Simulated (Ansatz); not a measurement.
Relaxation of H3S (4 atoms, charge 0, multiplicity 2), to a largest force component of 0.03 eV/Å in at most 50 steps.

The calculation used UKS B3LYP/def2-SVP (Ansatz).

```xyz
4
Properties=species:S:1:pos:R:3:forces:R:3
H -0.215 0.146 0.316 0.03 0.00 0.01
H -2.122 0.320 0.170 -0.02 0.00 0.00
S 1.135 0.004 0.390 -0.02 0.00 -0.01
H 1.201 -0.470 -0.876 0.01 0.00 0.00
```

Problem. Where does it end, and by what steps?

Solution. The forces met the threshold. The force dipped under the threshold on the way, but the program's further checks kept it going. After 5 steps the energy has fallen by 0.004 eV; H2 moved furthest, 0.32 Å.

```json
{"step": "0", "energy less start (eV)": "0.0000", "largest force component (eV/Å)": "0.034", "accepted": "yes"}
{"step": "1", "energy less start (eV)": "-0.0002", "largest force component (eV/Å)": "0.031", "accepted": "yes"}
{"step": "2", "energy less start (eV)": "-0.0020", "largest force component (eV/Å)": "0.031", "accepted": "yes"}
{"step": "3", "energy less start (eV)": "-0.0038", "largest force component (eV/Å)": "0.027", "accepted": "yes"}
{"step": "4", "energy less start (eV)": "-0.0042", "largest force component (eV/Å)": "0.026", "accepted": "yes"}
{"step": "5", "energy less start (eV)": "-0.0042", "largest force component (eV/Å)": "0.028", "accepted": "yes"}
```

```xyz
4
Properties=species:S:1:pos:R:3
H -0.075 0.153 0.384
H -2.440 0.348 0.140
S 1.267 -0.018 0.373
H 1.248 -0.483 -0.897
```

Time of the run: 4.5 s on 1 thread of Arm Neoverse V1, on a shared host, peak memory 0.09 GiB.
